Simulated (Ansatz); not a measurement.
The first iterations of a band of H$_{4}$NOPS (8 atoms, charge 0, multiplicity 1).

Method: UKS r2SCAN-D4/cc-pVDZ (Ansatz).

* movable images: 5
* climbing image: yes
* spring: 5.0 eV/Å²
* optimiser: quadratic models (default)
* start path: through a guess of the saddle point
* force threshold: 0.03 eV/Å
* iteration limit: 60
* end points: relaxed

Image 0:

```xyz
8
Properties=species:S:1:pos:R:3
N 0.162 1.361 0.458
P -0.059 -0.339 0.610
O 1.342 -0.849 -0.187
S -1.440 -0.672 -1.038
H 0.262 1.699 -0.503
H -0.566 1.894 0.936
H 1.964 -1.144 0.499
H -1.573 -2.008 -0.831
```

Image 6:

```xyz
8
Properties=species:S:1:pos:R:3
N 0.059 1.006 0.534
P -0.295 -0.470 -0.281
O 1.210 -1.146 -0.353
S -1.208 -0.493 -1.985
H 0.386 1.694 -0.153
H -0.802 1.391 0.936
H 1.692 -0.892 0.455
H -0.949 -1.147 0.793
```

| iteration | highest image above the first end (eV) | largest band force component (eV/Å) |
| --- | --- | --- |
| 1 | 2.799 | 5.655 |
| 2 | 1.873 | 2.551 |
| 3 | 1.720 | 1.364 |
| 4 | 1.526 | 0.771 |

Task: Does the band converge within its limit, and where does its top end?

Result: The forces met the threshold. It ended after 14 iterations with the highest image 1.759 eV above the first end. Neighbouring images differ by up to 1.3 eV, so the band resolves the path poorly. A vibrational analysis at the climbing image gives one clearly imaginary mode, 1162i cm⁻¹: a first-order saddle point. The orbitals stay closed-shell, which can raise the energy where a bond breaks towards radicals; this wasn't checked here.

The run took 2.7 min on 2 threads of Intel(R) Xeon(R) 6975P-C (Granite Rapids), with other jobs on the host, peak memory 0.22 GiB.
